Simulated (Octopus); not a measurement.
# A workflow on C2H3Si (SMILES C#C[SiH2])

Aim: energy and forces (UPZ81 LDA), then energy and forces (UPZ81 LDA), then energy and forces (UPZ81 LDA), then energy and forces (UPZ81 LDA) of C2H3Si. The setting varied is the box margin. 

The calculation is run with Octopus 16.4.

3 further runs of the same task are left out: 3 set aside as unsound or not needed.

## Step 1: The structure to begin with

The species is C2H3Si (6 atoms), meant as a doublet with charge 0. As SMILES, `C#C[SiH2]`. The shape is that of a PBE0-D4/def2-TZVP optimisation.

Bond lengths: C1–C2 1.210 Å, C2–Si3 1.803 Å, C1–H4 1.066 Å, Si3–H5 1.484 Å, Si3–H6 1.484 Å. Angles: C1–C2–Si3 174.9°, C2–C1–H4 179.3°, C2–Si3–H5 111.4°, C2–Si3–H6 111.4°, H5–Si3–H6 112.5°.

## Step 2: Energy and forces at UPZ81 LDA (scalar, in the pseudopotentials, hscv_lda potentials, box margin 3.49998 angstrom, extra states 0, grid spacing 0.170025 angstrom, mix field default) (run 4)

On the command line:

```bash
$ OMP_NUM_THREADS=1 octopus > gs.log
```

Output:

```text
Version                : 16.4
[... 10 lines left out ...]
** Warning:
[... 19 lines left out ...]
** Warning:
[... 144 lines left out ...]
Converged eigenvectors: 0
#  State  Spin  Eigenvalue [eV]  Occupation    Error
[... 19 lines left out ...]
Converged eigenvectors: 0
#  State  Spin  Eigenvalue [eV]  Occupation    Error
[... 65 lines left out ...]
Converged eigenvectors: 0
#  State  Spin  Eigenvalue [eV]  Occupation    Error
[... 19 lines left out ...]
Converged eigenvectors: 0
#  State  Spin  Eigenvalue [eV]  Occupation    Error
[... 16 lines left out ...]
Info: SCF converged in   19 iterations
[... 1 line left out ...]
**   Some of the states are not fully converged!
[... 1 line left out ...]
Octopus emitted 5 warnings.
```

Run time: 31 s. Hardware: 1 thread of Intel Xeon 6975P-C (Granite Rapids), shared host; peak memory 0.13 GiB.

## Step 3: Energy and forces at UPZ81 LDA (scalar, in the pseudopotentials, hscv_lda potentials, box margin 4 angstrom, extra states 0, grid spacing 0.17 angstrom, mix field default) (run 5)

On the command line:

```bash
$ OMP_NUM_THREADS=1 octopus > gs.log
```

Output:

```text
Version                : 16.4
[... 10 lines left out ...]
** Warning:
[... 19 lines left out ...]
** Warning:
[... 144 lines left out ...]
Converged eigenvectors: 0
#  State  Spin  Eigenvalue [eV]  Occupation    Error
[... 19 lines left out ...]
Converged eigenvectors: 0
#  State  Spin  Eigenvalue [eV]  Occupation    Error
[... 65 lines left out ...]
Converged eigenvectors: 0
#  State  Spin  Eigenvalue [eV]  Occupation    Error
[... 19 lines left out ...]
Converged eigenvectors: 0
#  State  Spin  Eigenvalue [eV]  Occupation    Error
[... 16 lines left out ...]
Info: SCF converged in   19 iterations
[... 1 line left out ...]
**   Some of the states are not fully converged!
[... 1 line left out ...]
Octopus emitted 5 warnings.
```

It took 43 s on 1 thread of Intel Xeon 6975P-C (Granite Rapids), shared host; peak memory 0.17 GiB.

Run 6 isn't shown in full; the table further down has it.

## Step 4: Energy and forces at UPZ81 LDA (scalar, in the pseudopotentials, hscv_lda potentials, box margin 6 angstrom, extra states 0, grid spacing 0.17 angstrom, mix field default) (run 7)

On the command line:

```bash
$ OMP_NUM_THREADS=1 octopus > gs.log
```

Output:

```text
Version                : 16.4
[... 10 lines left out ...]
** Warning:
[... 19 lines left out ...]
** Warning:
[... 144 lines left out ...]
Converged eigenvectors: 0
#  State  Spin  Eigenvalue [eV]  Occupation    Error
[... 19 lines left out ...]
Converged eigenvectors: 0
#  State  Spin  Eigenvalue [eV]  Occupation    Error
[... 65 lines left out ...]
Converged eigenvectors: 0
#  State  Spin  Eigenvalue [eV]  Occupation    Error
[... 19 lines left out ...]
Converged eigenvectors: 0
#  State  Spin  Eigenvalue [eV]  Occupation    Error
[... 16 lines left out ...]
Info: SCF converged in   19 iterations
[... 1 line left out ...]
**   Some of the states are not fully converged!
[... 1 line left out ...]
Octopus emitted 5 warnings.
```

It took 2 min on 1 thread of Intel Xeon 6975P-C (Granite Rapids), shared host; peak memory 0.38 GiB.

## Step 5: Overview of the runs

```
run                                                                                                                                                             level  box margin  grid spacing  energy (Eh)  dipole moment (D)  HOMO energy (eV)  largest force (eV/Å)  wall time
  4  UPZ81 LDA (scalar, in the pseudopotentials, hscv_lda potentials, box margin 3.49998 angstrom, extra states 0, grid spacing 0.170025 angstrom, mix field default)     3.49998      0.170025   -16.976939               0.34             -5.07                 0.696       31 s
  5            UPZ81 LDA (scalar, in the pseudopotentials, hscv_lda potentials, box margin 4 angstrom, extra states 0, grid spacing 0.17 angstrom, mix field default)           4          0.17   -16.979199               0.35             -5.15                 0.668       43 s
  6            UPZ81 LDA (scalar, in the pseudopotentials, hscv_lda potentials, box margin 5 angstrom, extra states 0, grid spacing 0.17 angstrom, mix field default)           5          0.17   -16.979932               0.36             -5.18                 0.659       82 s
  7            UPZ81 LDA (scalar, in the pseudopotentials, hscv_lda potentials, box margin 6 angstrom, extra states 0, grid spacing 0.17 angstrom, mix field default)           6          0.17   -16.979984               0.37             -5.19                 0.659      2 min
```

Convergence of the total energy of doublet C2H3Si with the box margin, against the last point:

```
box margin  from the last (mEh)  wall time
 3.49998 Å               +3.045       31 s
       4 Å               +0.785       43 s
       5 Å               +0.052       82 s
       6 Å               +0.000      2 min
```

Convergence of the dipole moment of doublet C2H3Si with the box margin, against the last point:

```
box margin  from the last (D)  wall time
 3.49998 Å            -0.0220       31 s
       4 Å            -0.0182       43 s
       5 Å            -0.0033       82 s
       6 Å            +0.0000      2 min
```

## Step 6: What came out

| quantity | value |
| --- | --- |
| run 7, UPZ81 LDA: total energy | -16.97998 Eh |
| run 7, UPZ81 LDA: dipole moment | 0.37 D |
| run 7, UPZ81 LDA: HOMO energy (highest over α and β) | -5.19 eV |
| run 7, UPZ81 LDA: largest force on an atom | 0.659 eV/Å |

For the total energy of doublet C2H3Si to stay within 2 mEh of the last point, 4 Å is the first point of the series from which all later ones do (43 s against 2 min). For the total energy of doublet C2H3Si to stay within 0.5 mEh of the last point, 5 Å is the first point of the series from which all later ones do (82 s against 2 min). For the dipole moment of doublet C2H3Si to stay within 0.02 D of the last point, 4 Å is the first point of the series from which all later ones do (43 s against 2 min). For the dipole moment of doublet C2H3Si to stay within 0.005 D of the last point, 5 Å is the first point of the series from which all later ones do (82 s against 2 min). Over the runs the total energy spans 0.083 eV. All runs together took 4.6 min, the longest 2 min.
